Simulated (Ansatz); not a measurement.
# Worked example: correlation energy of SiGeH2⁺ (H-bridged), doublet

Geometry: that of the SiGeH2 (H-bridged), singlet, kept fixed.

```xyz
4

Si    0.0000    0.0746    1.5249
Ge    0.0000   -0.0064   -0.6402
H     0.0000   -0.3073    2.9682
H     0.0000   -1.3061    0.6773
```

Basis cc-pVDZ; Ansatz 0.2.0. Correlated methods freeze the noble-gas cores and the filled d shells of p-block atoms, which leaves 9 electrons in 36 orbitals. R marks a restricted (for open shells ROHF) determinant. No spin–orbit coupling is included, and no scalar relativity.

Full CI isn't at hand for all of this; RCCSDTQ serves as the reference, and is uncertain by about the last step of the cluster series.

Runs differ by some tens of microhartree through their thresholds and, for an open shell, their frozen cores, so steps under 0.03 kcal/mol mean nothing.

```
    level  total energy (hartree)
      RHF            -2365.083694
     RMP2            -2365.233495
    RCCSD            -2365.267335
 RCCSD(T)            -2365.274781
   RCCSDT            -2365.276248
RCCSDT(Q)            -2365.276700
  RCCSDTQ            -2365.276751
```

**Question.** What is the correlation energy at RCCSDTQ, and what share of it do RMP2 and RCCSD(T) recover?

**Answer.** E(corr) = -2365.276751 − (-2365.083694) = -0.193057 hartree = -5.253 eV. RMP2: -0.149801 / -0.193057 = 77.59 %. RCCSD(T): -0.191087 / -0.193057 = 98.98 %.

**Question.** By how many kcal/mol does RCCSD(T) miss RCCSDTQ (1 hartree = 627.509 kcal/mol), and which steps make up the rest?

**Answer.** -2365.274781 − (-2365.276751) = 0.001970 hartree = 1.24 kcal/mol. Steps: RCCSDT − RCCSD(T) = -0.92, RCCSDT(Q) − RCCSDT = -0.28, RCCSDTQ − RCCSDT(Q) = -0.03 kcal/mol. Differences between like states or geometries often cancel part of this.
